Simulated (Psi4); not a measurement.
# SiH4O2 (Si(OH)2H2) at MP2/cc-pVDZ (density fitting, density fitting for correlation, sweep point 5)

Aim: the vertical singlet–triplet gap of SiH4O2 (Si(OH)2H2) at MP2/cc-pVDZ (density fitting, density fitting for correlation, sweep point 5), from 2 runs. Input form: a Python script.

The calculation is run with Psi4 1.11.

4 further runs of the same task are left out: 4 set aside as unsound or not needed.

### 1 The structure to begin with

The species is SiH4O2 (7 atoms), meant as a singlet with charge 0. SMILES: `[H][Si]([H])(O)O`. The coordinates come from a GFN2-xTB relaxation. This is one conformer, not always the lowest.

Bond lengths: Si1–O2 1.634 Å, Si1–O4 1.617 Å, O2–H3 0.951 Å, O4–H5 0.954 Å, Si1–H6 1.456 Å, Si1–H7 1.462 Å. Angles: O2–Si1–O4 105.5°, Si1–O2–H3 120.5°, O2–Si1–H6 111.7°, O2–Si1–H7 109.2°, O4–Si1–H6 106.2°, O4–Si1–H7 110.7°, Si1–O4–H5 119.4°, H6–Si1–H7 113.2°.

### 2 A single-point energy at MP2/cc-pVDZ (density fitting, density fitting for correlation, sweep point 5)

Contents of run.py:

```python
import psi4

psi4.set_memory(1600000000)
psi4.set_num_threads(1)
psi4.set_output_file('run.log', False)

molecule = psi4.geometry("""
0 1
Si    -0.252250     0.063680    -0.346570
O     -0.197710     0.044490     1.286260
H     -0.995730     0.127050     1.796570
O      1.284180    -0.072860    -0.831830
H      1.933660    -0.433900    -0.234220
H     -0.726770     1.342670    -0.855030
H     -1.045380    -1.071130    -0.815180
symmetry c1
""")

psi4.set_options(dict(puream=True, scf_type='df', num_frozen_docc=7, d_convergence=1e-06, e_convergence=1e-06))

result = psi4.energy("mp2/cc-pVDZ")
print('E =', round(result, 9))
```

Command:

```sh
python run.py
```

run.log:

```text
[...]
  Running in c1 symmetry.
[...]
  Nuclear repulsion =  122.218765821461602
[...]
  Multiplicity = 1
[...]
  Nalpha       = 17
  Nbeta        = 17
[...]
    Number of basis functions: 66
[...]
   @DF-RHF iter   1:  -440.93629200843418   -6.93204e-01   8.47780e-03 ADIIS/DIIS
[...]
   @DF-RHF iter   8:  -441.06824652438394   -1.55426e-08   4.68925e-07 DIIS
[...]
    Orbital Energies [Eh]
    ---------------------
    Doubly Occupied:
       1A    -68.821586     2A    -20.557225     3A    -20.549219
       4A     -6.165607     5A     -4.273689     6A     -4.272462
       7A     -4.270814     8A     -1.359352     9A     -1.330639
      10A     -0.777716    11A     -0.708959    12A     -0.617829
      13A     -0.578414    14A     -0.543305    15A     -0.518844
      16A     -0.509575    17A     -0.440560
[...]
  @DF-RHF Final Energy:  -441.06824652438394
   => Energetics <=
    Nuclear Repulsion Energy =            122.2187658214616022
    One-Electron Energy =                -853.9824272834767953
    Two-Electron Energy =                 290.6954149376312557
    Total Energy =                       -441.0682465243839374
[...]
 Multipole Moments:
 ------------------------------------------------------------------------------------
     Multipole            Electronic (a.u.)      Nuclear  (a.u.)        Total (a.u.)
 ------------------------------------------------------------------------------------
 L = 1.  Multiply by 2.5417464519 to convert [e a0] to [Debye]
 Dipole X            :          0.8828858           -1.3424591           -0.4595733
 Dipole Y            :         -0.0470227           -0.1081995           -0.1552222
 Dipole Z            :          0.4859985            0.0433564            0.5293549
 Magnitude           :                                                    0.7179959
[...]
```

On the terminal:

```text
E = -441.543034914
```

It took 1.9 s on 1 thread of Intel Xeon Platinum 8375C at 2.90GHz (Ice Lake), shared host; peak memory 0.26 GiB.

### 3 The triplet at the same level

Contents of calc.py:

```python
import psi4

psi4.set_memory('1600 MB')
psi4.set_num_threads(1)
psi4.core.set_output_file('output.dat', False)

geom = psi4.geometry("""
0 3
Si    -0.252250     0.063680    -0.346570
O     -0.197710     0.044490     1.286260
H     -0.995730     0.127050     1.796570
O      1.284180    -0.072860    -0.831830
H      1.933660    -0.433900    -0.234220
H     -0.726770     1.342670    -0.855030
H     -1.045380    -1.071130    -0.815180
symmetry c1
""")

options = {'basis': 'cc-pVDZ', 'reference': 'uhf', 'puream': True, 'scf_type': 'df', 'num_frozen_docc': 7, 'd_convergence': 1e-06, 'e_convergence': 1e-06, 'maxiter': 150}
psi4.set_options(options)

energy_value = psi4.energy('mp2')
print(f'total energy {energy_value:.8f} hartree = {energy_value * 27.211386:.5f} eV')
```

Command:

```sh
python calc.py
```

output.dat:

```text
[...]
  Running in c1 symmetry.
[...]
  Nuclear repulsion =  122.218765821461602
[...]
  Multiplicity = 3
[...]
  Nalpha       = 18
  Nbeta        = 16
[...]
    Number of basis functions: 66
[...]
   @DF-UHF iter   1:  -440.60074980422718   -3.57662e-01   8.35671e-03 DIIS/ADIIS
[...]
   @DF-UHF iter  20:  -440.74968367682146   -3.72373e-08   9.32266e-07 DIIS
[...]
   @S^2 Observed:                2.033597468E+00
[...]
    Orbital Energies [Eh]
    ---------------------
    Alpha Occupied:
       1A    -68.838636     2A    -20.578430     3A    -20.569876
       4A     -6.181599     5A     -4.291665     6A     -4.289411
       7A     -4.287247     8A     -1.382809     9A     -1.353912
      10A     -0.817493    11A     -0.723797    12A     -0.689866
      13A     -0.639286    14A     -0.569200    15A     -0.562418
      16A     -0.537686    17A     -0.522789    18A     -0.113371
    Alpha Virtual:
      19A      0.166759    20A      0.178379    21A      0.232749
      22A      0.252843    23A      0.265725    24A      0.371850
      25A      0.412197    26A      0.518353    27A      0.534436
[...]
  @DF-UHF Final Energy:  -440.74968367682146
   => Energetics <=
    Nuclear Repulsion Energy =            122.2187658214616022
    One-Electron Energy =                -853.2000429278925822
    Two-Electron Energy =                 290.2315934296095179
    Total Energy =                       -440.7496836768214621
  UHF NO Occupations:
  HONO-2 :   16  A 1.9879560
  HONO-1 :   17  A 1.0000000
[...]
 Multipole Moments:
 ------------------------------------------------------------------------------------
     Multipole            Electronic (a.u.)      Nuclear  (a.u.)        Total (a.u.)
 ------------------------------------------------------------------------------------
 L = 1.  Multiply by 2.5417464519 to convert [e a0] to [Debye]
 Dipole X            :          1.2684162           -1.3424591           -0.0740430
 Dipole Y            :         -0.2736409           -0.1081995           -0.3818403
 Dipole Z            :          0.1874434            0.0433564            0.2307998
 Magnitude           :                                                    0.4522753
[...]
```

The script printed:

```text
total energy -441.23603716 hartree = -12006.64412 eV
```

Run time: 2 s. Hardware: 1 thread of Intel Xeon Platinum 8375C at 2.90GHz (Ice Lake), shared host; peak memory 0.26 GiB.

### 4 Summary of results

At MP2/cc-pVDZ (density fitting, density fitting for correlation, sweep point 5), 7 core orbitals frozen:

```
                                                           quantity          value
                                              singlet: total energy  -441.54303 Eh
                       singlet: HOMO energy (Hartree–Fock orbitals)      -11.99 eV
                       singlet: LUMO energy (Hartree–Fock orbitals)        4.56 eV
                     singlet: HOMO–LUMO gap (Hartree–Fock orbitals)       16.55 eV
               singlet: correlation energy (7 core orbitals frozen)     -474.8 mEh
                                              triplet: total energy  -441.23604 Eh
triplet: HOMO energy (Hartree–Fock orbitals) (highest over α and β)       -3.08 eV
               triplet: correlation energy (7 core orbitals frozen)     -486.4 mEh
                         triplet: ⟨S²⟩ of the reference determinant          2.034
                   vertical energy of the triplet above the singlet       8.354 eV
```

In words: At this shape the triplet lies 8.35 eV (806 kJ/mol) above the singlet.
